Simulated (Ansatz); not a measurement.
Lattice constant a of some fcc solids

Method: r²SCAN+rVV10 (plane waves, PAW; Ansatz, a first-principles code). References are measured values corrected to a static lattice. The table is a random draw of 6 from 12 solids with such references.

Values in Å.

```csv
solid,reference,r²SCAN+rVV10,error (%)
fcc Pb,4.902¶,4.954,+1.06
fcc Cu,3.595¶,3.561,-0.95
fcc Ni,3.508,3.465,-1.23
fcc Au,4.062,4.100,+0.94
fcc Ir,3.831,3.833,+0.05
fcc Ca,5.553¶,5.547,-0.11
```

Over these 6 solids the mean error is -0.04 %, the mean absolute error 0.72 % (median 0.94 %), and the worst case fcc Ni at -1.23 %; the value is above the reference in 3 of 6 cases. Over all 12, from unrounded values, the mean error is +0.02 % and the mean absolute error 0.55 % (median 0.35 %).

All these references are brought to a static lattice.

Spin–orbit coupling is left out, also for the solids with elements from indium on (fcc Pb, fcc Au, fcc Ir); its size isn't shown.

¶ marks references of a special kind: fcc Pb, 4.902 Å (measured, low-temperature or extrapolated to 0 K; zero-point anharmonic expansion removed, our sources range from 4.902 to 4.912; as tabulated in Csonka et al. (2009), arXiv:0903.4037); fcc Cu, 3.595 Å (measured, low-temperature or extrapolated to 0 K; zero-point anharmonic expansion removed; as tabulated in Csonka et al. (2009), arXiv:0903.4037); fcc Ca, 5.553 Å (measured, low-temperature or extrapolated to 0 K; zero-point anharmonic expansion removed; as tabulated in Csonka et al. (2009), arXiv:0903.4037).

Differences are worked out from the printed values.

Ansatz's density-functional and Hartree–Fock values are scalar-relativistic unless marked +SOC, with PAW data made under PBE.

Ansatz's runs of these crystals have no spin polarisation, but for fcc Ni. Meta-GGAs and exact exchange favour moments, which can bear on fcc Ni.

Density-functional runs with spin start from parallel moments for fcc Ni.

Of the class's solids with a reference value and a result at some level, none was set aside. At least 1 more with a reference value is held back for tests. Solids without a released value at any level aren't counted. Layered and molecular crystals are counted apart. The metals Ce to Yb are counted apart.

References as tabulated in Csonka et al. (2009), arXiv:0903.4037; Mejia-Rodriguez and Trickey (2018), arXiv:1807.09216.
